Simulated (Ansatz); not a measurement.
**C2H4F2O2: how energies converge with the basis set**

One table from this session's results is given with a row withheld; the runs are named, their logs left out.

Computed with Ansatz 0.2.0, Gaussian basis. Level: one geometry, several basis sets.

Plan: PBE0-D4/def2-SVP; ωB97M-V/def2-SVP; PBE0-D4/def2-QZVPP; ωB97M-V/def2-QZVPP; the functionals' def2-TZVPP values are taken from earlier runs.

## The relaxed structure

The geometry comes from an earlier relaxation with PBE0-D4 in a triple-zeta def2 set; it is a stationary point, not always the lowest conformer.

SMILES `OC(O)(F)CF`, 10 atoms, charge 0, spin multiplicity 1.

Atoms are counted from 1 here; the program's logs count them from 0.

Bond lengths: O1–C2 1.371 Å, O1–H7 0.964 Å, C2–O3 1.356 Å, C2–F4 1.388 Å, C2–C5 1.518 Å, O3–H8 0.964 Å, C5–F6 1.378 Å, C5–H9 1.091 Å, C5–H10 1.091 Å. Angles: C2–O1–H7 108.1°, O1–C2–O3 109.9°, O1–C2–F4 107.8°, O1–C2–C5 113.2°, O3–C2–F4 110.0°, O3–C2–C5 108.3°, F4–C2–C5 107.6°, C2–O3–H8 108.0°, C2–C5–F6 108.3°, C2–C5–H9 110.2°, C2–C5–H10 109.2°, F6–C5–H9 109.2°, F6–C5–H10 108.9°, H9–C5–H10 110.9°.

Set-up of the first run:

in.yaml

```yaml
crystal:
  periodic: [false, false, false]
  atoms:
    - {symbol: O, position_ang: [1.017872, -0.297689, -1.049437]}
    - {symbol: C, position_ang: [-0.033730, -0.417164, -0.177194]}
    - {symbol: O, position_ang: [0.190853, -1.444847, 0.677935]}
    - {symbol: F, position_ang: [-1.177147, -0.662460, -0.924010]}
    - {symbol: C, position_ang: [-0.280195, 0.838348, 0.639343]}
    - {symbol: F, position_ang: [-0.371593, 1.906993, -0.225880]}
    - {symbol: H, position_ang: [0.853018, 0.465211, -1.615686]}
    - {symbol: H, position_ang: [0.535156, -2.187282, 0.167655]}
    - {symbol: H, position_ang: [-1.213435, 0.747861, 1.196935]}
    - {symbol: H, position_ang: [0.562300, 0.999729, 1.313440]}
basis:
  gaussian: {orbitals: def2-SVP}
hamiltonian: {xc: pbe0, dispersion: d4}
output: {orbitals: {seedname: orbitals}}
```

Among the steps run: PBE0-D4 in def2-SVP; ωB97M-V in def2-SVP; PBE0-D4 in def2-QZVPP; ωB97M-V in def2-QZVPP.

One table of the session follows, with a row left open; its other results are not shown here.

It belongs to the step «Functionals by basis». 

```
functional       basis  HOMO (eV)  LUMO (eV)
   PBE0-D4    def2-SVP          ?          ?
   PBE0-D4  def2-TZVPP      -9.35       1.13
   PBE0-D4  def2-QZVPP      -9.41       0.65
   ωB97M-V    def2-SVP     -11.56       3.53
   ωB97M-V  def2-TZVPP     -11.82       2.56
   ωB97M-V  def2-QZVPP     -11.88       1.83
```

**Question.** Estimate the row for PBE0-D4, def2-SVP.

The run gave: HOMO (eV): -9.11; LUMO (eV): 1.87. In the column «HOMO (eV)» it is the highest.
